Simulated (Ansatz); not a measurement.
# SiCCl (quartet): from Hartree-Fock to the top rungs at a displaced geometry (v2), cc-pVDZ

An exercise on one series of results from a longer session: the logs are not shown, and one member is left open.

The runs use Ansatz 0.2.0, Gaussian basis; cc-pVDZ, core rule «outside noble gas», up to 11 orbitals frozen.

To be run: UHF; CCSD(T) on ROHF; CCSD(T) on UHF; BCCD(T) on ROHF; CISD; CCSDT(Q) on ROHF; CCSDT(Q) on UHF; CASSCF and NEVPT2, 13 electrons in 11 orbitals.

20 further runs of the same task are left out: 4 that didn't finish, 16 set aside as unsound or not needed.

**The geometry**

The geometry is a PBE0/def2-TZVP stationary point (not a proven minimum) with its atoms shifted at random (size 0.100 Å).

3 atoms, charge 0, spin multiplicity 4.

Atoms are counted from 1 here; the program's logs count them from 0.

Bond lengths: C1–Si2 1.865 Å, Si2–Cl3 2.097 Å. Angles: C1–Si2–Cl3 102.3°.

Geometry (Å):

```
C     0.1027   -0.8886    1.8130
Si   -0.0622    0.6238    0.7343
Cl    0.0145   -0.1931   -1.1959
```

The first run:

File in.yaml:

```yaml
crystal:
  periodic: [false, false, false]
  atoms:
    - {symbol: C, position_ang: [0.102707, -0.888639, 1.813010]}
    - {symbol: Si, position_ang: [-0.062167, 0.623782, 0.734305]}
    - {symbol: Cl, position_ang: [0.014453, -0.193102, -1.195917]}
basis:
  gaussian: {orbitals: cc-pVDZ}
magnetization: {spin_polarized: true, initial_magnetization: 3}
hamiltonian: {xc: hf}
output: {orbitals: {seedname: orbitals}}
```

Launch:

```
ansatz run in.yaml --threads 1 --pin off --events-out ev --progress --plain --max-ram 2393MiB
```

Among the steps run: UHF; CCSD(T) on ROHF; CCSD(T) on UHF; BCCD(T) on ROHF; CISD; CCSDT(Q) on ROHF; CCSDT(Q) on UHF; CASSCF and NEVPT2, 13 electrons in 11 orbitals.

One of the session's tables, all rows but one given; the rest of the session is left out.

| method | from UCCSDT(Q) (kJ/mol) |
| --- | --- |
| ROHF | ? |
| UHF | +847.0 |
| RMP2 | +150.2 |
| UMP2 | +148.0 |
| CISD | +124.1 |
| RCCSD | +35.3 |
| UCCSD | +35.0 |
| RCCSD(T) | +8.2 |
| UCCSD(T) | +8.1 |
| BCCD(T) | +7.4 |
| RCCSDT | +2.7 |
| UCCSDT | +2.6 |
| RCCSDT(Q) | +0.3 |
| UCCSDT(Q) | 0 |
| CASSCF valence | +697.6 |
| NEVPT2 valence | +134.0 |

Q: Estimate the row for ROHF from the others.

**Answer.** from UCCSDT(Q) (kJ/mol): +854.2. In the column «from UCCSDT(Q) (kJ/mol)» it is the highest.

Among the levels timed on like hardware and quicker than the yardstick, those that no quicker one beats, quickest first: UHF (0.84 s, +847.0 kJ/mol); RCCSD(T) (1.7 s, +8.2 kJ/mol); BCCD(T) (1.9 s, +7.4 kJ/mol).

Limits of these values: Restricted and unrestricted rows rest on different reference determinants; where their highest levels disagree by more than a few hundredths of an eV, they describe different states and don't form one ladder.
